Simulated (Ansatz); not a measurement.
A calculation with Ansatz (development build ahead of 0.2.0).

```yaml
crystal:
  periodic: [false, false, false]
  atoms:
    - { symbol: B, position_ang: [0.0, 0.0, -0.8745] }
    - { symbol: B, position_ang: [0.0, 0.0, 0.8745] }
basis:
  gaussian: { orbitals: cc-pVTZ }
magnetization:
  spin_polarized: true
  initial_magnetization: 2
hamiltonian:
  xc: hf
correlation:
  method: ccsd_t
  frozen_orbitals: { B: 1 }
```

The input is written out in the form of the current development build from the run's settings.

Results

```yaml
Converged: yes
Reference_energy: -49.08932 hartree
Correlation_energy: -0.19981 hartree
Total_energy: -49.28913 hartree
```
